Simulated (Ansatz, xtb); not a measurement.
**Two isomers of C5H9N**

Structure I: `C#CC(C)(C)N`, a singlet. Structure II: `C#CCCCN`, a singlet. Both are isolated molecules in the gas phase, relaxed with r2SCAN-D4/def2-SVP; the shapes shown needn't be the lowest conformers.

I (Å):

```xyz
15

C     1.4621   -0.1177   -1.3564
C     0.5938   -0.4602   -0.5757
C    -0.4784   -0.8243    0.3772
C     0.1438   -1.4481    1.6343
C    -1.4397   -1.8186   -0.2891
N    -1.2598    0.3504    0.7941
H     2.2296    0.1814   -2.0459
H     0.7151   -2.3535    1.3824
H     0.8288   -0.7369    2.1221
H    -0.6585   -1.7049    2.3425
H    -1.8960   -1.3745   -1.1878
H    -2.2403   -2.0751    0.4210
H    -0.9106   -2.7339   -0.5924
H    -1.6478    0.8007   -0.0374
H    -0.6261    1.0399    1.2035
```

II (Å):

```xyz
15

C    -2.7337   -1.4173   -2.3736
C    -2.0423   -1.0318   -1.4510
C    -1.2037   -0.6010   -0.3424
C    -0.4242   -1.7482    0.3178
C     0.5200   -1.2545    1.4095
N     1.4994   -0.3218    0.8664
H    -3.3461   -1.7472   -3.1916
H    -1.8308   -0.0988    0.4180
H    -0.4797    0.1589   -0.6842
H     0.1546   -2.2834   -0.4574
H    -1.1266   -2.4864    0.7400
H    -0.0672   -0.7207    2.1788
H     0.9618   -2.1399    1.9183
H     2.1536   -0.8206    0.2614
H     2.0605    0.0832    1.6147
```

Quicker runs give these differences E(II) − E(I): GFN2-xTB +4.0 kcal/mol; HF/STO-3G +1.6 kcal/mol (at GFN2-xTB geometries); r2SCAN-D4/def2-SVP//GFN2-xTB +3.8 kcal/mol.

Task: Estimate E(II) − E(I) at the level CCSD(T)/def2-SVP + ΔMP2/def2-TZVPP.

Result: Calculated at CCSD(T)/def2-SVP + ΔMP2/def2-TZVPP: E(II) − E(I) = +4.9 kcal/mol, so structure I lies lower.

The same difference at several levels:

```tsv
level	geometry	E(II) − E(I) (kcal/mol)	departure from the last row (kcal/mol)	job, with rough time for the two
GFN2-xTB	GFN2-xTB	+4.0	−0.9	optimisation, 0.14 s
HF/STO-3G	GFN2-xTB	+1.6	−3.3	single point, 0.38 s
r2SCAN-D4/def2-SVP//GFN2-xTB	GFN2-xTB	+3.8	−1.1	single point, 2.6 s
r2SCAN-D4/def2-SVP	r2SCAN-D4/def2-SVP	+3.8	−1.0	optimisation, 21 s
HF/def2-SVP	r2SCAN-D4/def2-SVP	+1.5	−3.4	part of the CCSD(T) run
MP2/def2-SVP	r2SCAN-D4/def2-SVP	+5.8	+0.9	part of the CCSD(T) run
CCSD(T)/def2-SVP	r2SCAN-D4/def2-SVP	+5.1	+0.2	single point
CCSD(T)/def2-SVP + ΔMP2/def2-TZVPP	r2SCAN-D4/def2-SVP	+4.9		single point, 40 s
```

As drawn, both hold the same kinds of bond in the same numbers. Structure I has 2 methyl groups, II 0.

None of the levels shown reverses the order. The largest departure from CCSD(T)/def2-SVP + ΔMP2/def2-TZVPP is that of HF/def2-SVP, 3.4 kcal/mol. The last row adds to CCSD(T) the change of the MP2 difference between the two basis sets, here −0.2 kcal/mol.

With thermal terms from frequencies at re-optimised GFN2-xTB minima (ideal gas, soft modes damped towards free rotors, one conformer each, 298.15 K, 1 atm): on the last row, ΔE + ΔZPE = +5.6, ΔH = +5.4, ΔG = +5.3 kcal/mol.

The correlated steps freeze 6 core orbitals. Programs: Ansatz 0.2.0, xtb 6.7.1; the last row on 2 threads of Intel(R) Xeon(R) Gold 6455B (Sapphire Rapids) on a shared host.
